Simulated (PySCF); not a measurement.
PySCF input (HF/cc-pVTZ):

```python
import numpy as np, basis_set_exchange as bse
from pyscf import gto, scf, dft, df

basis = {'C': gto.basis.parse(bse.get_basis('cc-pVTZ', elements=['C'], fmt='nwchem')), 'H': gto.basis.parse(bse.get_basis('cc-pVTZ', elements=['H'], fmt='nwchem'))}
mol = gto.M(
    atom='''
    C    -0.00000000    0.00000000   -0.00000000
    H     0.62054657    0.62688914    0.63896175
    H    -0.64285838   -0.62489528    0.61852983
    H     0.63693263   -0.63278043   -0.61664082
    H    -0.61462083    0.63078657   -0.64085076
    ''',
    basis=basis,
    charge=0,
    verbose=4,
    max_memory=2160,
)
mf = scf.RHF(mol)
mf = mf.density_fit(auxbasis=df.autoaux(mol))
mf.conv_tol = 1e-9
mf.max_cycle = 100
print('smallest overlap eigenvalue', np.linalg.eigvalsh(mol.intor('int1e_ovlp'))[0])
mf.kernel()
dip = mf.dip_moment()
```

Output:

```
PySCF version 2.14.0

[INPUT] verbose = 4
[INPUT] num. atoms = 5
[INPUT] num. electrons = 10
[INPUT] charge = 0
[INPUT] spin (= nelec alpha-beta = 2S) = 0
[INPUT] symmetry False subgroup None
[INPUT] Mole.unit = angstrom
[INPUT] Symbol           X                Y                Z      unit          X                Y                Z       unit  Magmom
[INPUT]  1 C      0.000000000000   0.000000000000   0.000000000000 AA    0.000000000000   0.000000000000   0.000000000000 Bohr   0.0
[INPUT]  2 H      0.620546570000   0.626889140000   0.638961750000 AA    1.172663064838   1.184648785064   1.207462711573 Bohr   0.0
[INPUT]  3 H     -0.642858380000  -0.624895280000   0.618529830000 AA   -1.214826275082  -1.180880935733   1.168851978574 Bohr   0.0
[INPUT]  4 H      0.636932630000  -0.632780430000  -0.616640820000 AA    1.203628230499  -1.195781709685  -1.165282267027 Bohr   0.0
[INPUT]  5 H     -0.614620830000   0.630786570000  -0.640850760000 AA   -1.161465039153   1.192013860354  -1.211032423119 Bohr   0.0

nuclear repulsion = 13.4453507450257
number of shells = 16
number of NR pGTOs = 106
number of NR cGTOs = 86
basis = {'C': [[0, [8236.0, 0.000531, 0.0, -0.000113, 0.0], [1235.0, 0.004108, 0.0, -0.000878, 0.0], [280.8, 0.021087, 0.0, -0.00454, 0.0], [79.27, 0.081853, 0.0, -0.018133, 0.0], [25.59, 0.234817, 0.0, -0.05576, 0.0], [8.997, 0.434401, 0.0, -0.126895, 0.0], [3.319, 0.346129, 0.0, -0.170352, 0.0], [0.9059, 0.039378, 1.0, 0.140382, 0.0], [0.3643, -0.008983, 0.0, 0.598684, 0.0], [0.1285, 0.002385, 0.0, 0.395389, 1.0]], [1, [18.71, 0.0, 0.014031, 0.0], [4.133, 0.0, 0.086866, 0.0], [1.2, 0.0, 0.290216, 0.0], [0.3827, 1.0, 0.501008, 0.0], [0.1209, 0.0, 0.343406, 1.0]], [2, [1.097, 1.0, 0.0], [0.318, 0.0, 1.0]], [3, [0.761, 1.0]]], 'H': [[0, [33.87, 0.0, 0.006068, 0.0], [5.095, 0.0, 0.045308, 0.0], [1.159, 0.0, 0.202822, 0.0], [0.3258, 1.0, 0.503903, 0.0], [0.1027, 0.0, 0.383421, 1.0]], [1, [1.407, 1.0, 0.0], [0.388, 0.0, 1.0]], [2, [1.057, 1.0]]]}
ecp = {}
ETB for H: l = 0, exps = 0.2054 * 1.8^n , n = 0..10
ETB for H: l = 1, exps = 0.4907 * 2^n , n = 0..3
ETB for H: l = 2, exps = 0.776 * 2.2^n , n = 0..2
ETB for H: l = 3, exps = 1.4449999999999998 * 2.2^n , n = 0..1
ETB for C: l = 0, exps = 0.2418 * 1.8^n , n = 0..13
ETB for C: l = 1, exps = 0.2418 * 1.8^n , n = 0..10
ETB for C: l = 2, exps = 0.2418 * 1.8^n , n = 0..9
ETB for C: l = 3, exps = 0.4389 * 2.2^n , n = 0..4
ETB for C: l = 4, exps = 0.636 * 2.2^n , n = 0..2
smallest overlap eigenvalue 0.0012656962751319719

******** <class 'pyscf.df.df_jk.DFRHF'> ********
method = DFRHF
initial guess = minao
damping factor = 0
level_shift factor = 0
DIIS = <class 'pyscf.scf.diis.CDIIS'>
diis_start_cycle = 1
diis_space = 8
diis_damp = 0
SCF conv_tol = 1e-09
SCF conv_tol_grad = None
SCF max_cycles = 100
direct_scf = False
Set gradient conv threshold to 3.16228e-05
Initial guess from minao.
******** <class 'pyscf.df.df.DF'> ********
auxbasis = {'H': [[0, [np.float64(73.33739683485697), 1]], [0, [np.float64(40.74299824158721), 1]], [0, [np.float64(22.634999023104005), 1]], [0, [np.float64(12.574999457280002), 1]], [0, [np.float64(6.9861108096), 1]], [0, [np.float64(3.8811726720000004), 1]], [0, [np.float64(2.15620704), 1]], [0, [np.float64(1.1978928000000002), 1]], [0, [np.float64(0.6654960000000001), 1]], [0, [np.float64(0.36972), 1]], [0, [np.float64(0.2054), 1]], [1, [np.float64(3.9256), 1]], [1, [np.float64(1.9628), 1]], [1, [np.float64(0.9814), 1]], [1, [np.float64(0.4907), 1]], [2, [np.float64(3.7558400000000005), 1]], [2, [np.float64(1.7072000000000003), 1]], [2, [np.float64(0.776), 1]], [3, [np.float64(3.179), 1]], [3, [np.float64(1.4449999999999998), 1]]], 'C': [[0, [np.float64(503.49929045192897), 1]], [0, [np.float64(279.7218280288495), 1]], [0, [np.float64(155.401015571583), 1]], [0, [np.float64(86.33389753976834), 1]], [0, [np.float64(47.96327641098241), 1]], [0, [np.float64(26.646264672768005), 1]], [0, [np.float64(14.803480373760001), 1]], [0, [np.float64(8.2241557632), 1]], [0, [np.float64(4.5689754240000005), 1]], [0, [np.float64(2.53831968), 1]], [0, [np.float64(1.4101776000000001), 1]], [0, [np.float64(0.783432), 1]], [0, [np.float64(0.43523999999999996), 1]], [0, [np.float64(0.2418), 1]], [1, [np.float64(86.33389753976834), 1]], [1, [np.float64(47.96327641098241), 1]], [1, [np.float64(26.646264672768005), 1]], [1, [np.float64(14.803480373760001), 1]], [1, [np.float64(8.2241557632), 1]], [1, [np.float64(4.5689754240000005), 1]], [1, [np.float64(2.53831968), 1]], [1, [np.float64(1.4101776000000001), 1]], [1, [np.float64(0.783432), 1]], [1, [np.float64(0.43523999999999996), 1]], [1, [np.float64(0.2418), 1]], [2, [np.float64(47.96327641098241), 1]], [2, [np.float64(26.646264672768005), 1]], [2, [np.float64(14.803480373760001), 1]], [2, [np.float64(8.2241557632), 1]], [2, [np.float64(4.5689754240000005), 1]], [2, [np.float64(2.53831968), 1]], [2, [np.float64(1.4101776000000001), 1]], [2, [np.float64(0.783432), 1]], [2, [np.float64(0.43523999999999996), 1]], [2, [np.float64(0.2418), 1]], [3, [np.float64(10.281495840000003), 1]], [3, [np.float64(4.6734072000000015), 1]], [3, [np.float64(2.1242760000000005), 1]], [3, [np.float64(0.9655800000000001), 1]], [3, [np.float64(0.4389), 1]], [4, [np.float64(3.0782400000000005), 1]], [4, [np.float64(1.3992000000000002), 1]], [4, [np.float64(0.636), 1]]]}
init E= -40.0288267914317
  HOMO = -0.473399630450291  LUMO = 0.100823061483837  gap/eV = 15.62540
cycle= 1 E= -40.2054848830164  delta_E= -0.177  |g|= 0.154  |ddm|= 3.48
  HOMO = -0.549193139562643  LUMO = 0.139745705955066  gap/eV = 18.74698
cycle= 2 E= -40.2127808614068  delta_E= -0.0073  |g|= 0.0363  |ddm|= 0.322
  HOMO = -0.543306287451524  LUMO = 0.143503324947972  gap/eV = 18.68904
cycle= 3 E= -40.2133221258892  delta_E= -0.000541  |g|= 0.0048  |ddm|= 0.0869
  HOMO = -0.545179801137434  LUMO = 0.143346073874071  gap/eV = 18.73574
cycle= 4 E= -40.2133311765506  delta_E= -9.05e-06  |g|= 0.00152  |ddm|= 0.0132
  HOMO = -0.54470585160608  LUMO = 0.143472195035409  gap/eV = 18.72628
cycle= 5 E= -40.2133321201987  delta_E= -9.44e-07  |g|= 0.000226  |ddm|= 0.00346
  HOMO = -0.544736724734324  LUMO = 0.143463903761777  gap/eV = 18.72689
cycle= 6 E= -40.213332152054  delta_E= -3.19e-08  |g|= 2.68e-05  |ddm|= 0.00121
  HOMO = -0.544740116753528  LUMO = 0.143460928222069  gap/eV = 18.72690
cycle= 7 E= -40.2133321524244  delta_E= -3.7e-10  |g|= 1.3e-06  |ddm|= 0.000146
  HOMO = -0.544739876473734  LUMO = 0.143460945773633  gap/eV = 18.72690
Extra cycle  E= -40.2133321524246  delta_E= -2.56e-13  |g|= 3.42e-07  |ddm|= 3.46e-06
converged SCF energy = -40.2133321524246
Dipole moment(X, Y, Z, Debye):  0.00000, -0.00000, -0.00000
```
